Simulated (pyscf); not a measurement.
Four-centre exchange: `[FH]` + `[F][GeH]([F])[F]` → `[F][GeH]([F])[F]` + `[FH]`

Gas phase, singlet surface, charge 0. Bonds broken: F1–H7, Ge2–F6. Bonds formed: F1–Ge2, F6–H7. Optimised with ωB97X-D3(BJ)/def2-SVP in PySCF.

Transition state (Å):

```xyz
7

F     -1.9105    -0.5899     0.1372
Ge    -0.0888    -0.0729    -0.5276
F      0.4749     1.2453     0.4100
F     -0.9552     0.7657    -1.7683
H      0.8582    -0.9667    -1.3019
F     -0.0500    -1.2476     1.0057
H     -1.2947    -1.0983     0.8410
```

One imaginary mode, 394i cm⁻¹; descent along it reached the two sides named, in the forms told below.

```csv
bond,change,reactant side (Å),saddle,product side
F1–H7,breaks,0.929,1.064,1.894
Ge2–F6,breaks,1.737,1.932,2.7
F1–Ge2,forms,2.9,2.007,1.740
F6–H7,forms,1.865,1.264,0.933
```

Electronic energies relative to the separated reactants (eV):

```json
[
 {"level": "ωB97X-D3(BJ)/def2-TZVP", "barrier": "0.69", "reaction energy": "0.00", "reverse barrier": "0.69"},
 {"level": "PBE/def2-TZVP", "barrier": "0.51", "reaction energy": "0.00", "reverse barrier": "0.51"},
 {"level": "r²SCAN/def2-TZVP", "barrier": "0.52", "reaction energy": "0.00", "reverse barrier": "0.52"},
 {"level": "B3LYP-D3(BJ)/def2-TZVP", "barrier": "0.68", "reaction energy": "0.00", "reverse barrier": "0.68"},
 {"level": "PBE0-D3(BJ)/def2-TZVP", "barrier": "0.63", "reaction energy": "0.00", "reverse barrier": "0.63"},
 {"level": "M06-2X/def2-TZVP", "barrier": "0.67", "reaction energy": "0.00", "reverse barrier": "0.67"},
 {"level": "ωB97M-D3(BJ)/def2-TZVP", "barrier": "0.68", "reaction energy": "0.00", "reverse barrier": "0.68"},
 {"level": "HF/def2-TZVP", "barrier": "1.34", "reaction energy": "0.00", "reverse barrier": "1.34"}
]
```

With ωB97M-D3(BJ)/def2-TZVP energies and thermal terms (ideal gas, 1 atm, RRHO with modes under 100 cm⁻¹ raised to 100, one conformer, R ln 2 for chiral ones without a mode under 150 cm⁻¹), in eV:

| T (K) | ΔH‡ | ΔG‡ | ΔH | ΔG |
|---|---|---|---|---|
| 298 | 0.66 | 1.09 | 0.00 | 0.00 |
| 600 | 0.64 | 1.54 | 0.00 | 0.00 |
| 900 | 0.64 | 1.98 | 0.00 | 0.00 |
| 1200 | 0.66 | 2.43 | 0.00 | 0.00 |

On the product side the descent ends in a complex, 0.22 eV under the separated species and 0.91 eV under the saddle at ωB97X-D3(BJ)/def2-TZVP. This is the saddle that the search found; another between the same sides may lie lower. Elements up to Kr have no core potential and no relativistic terms here.
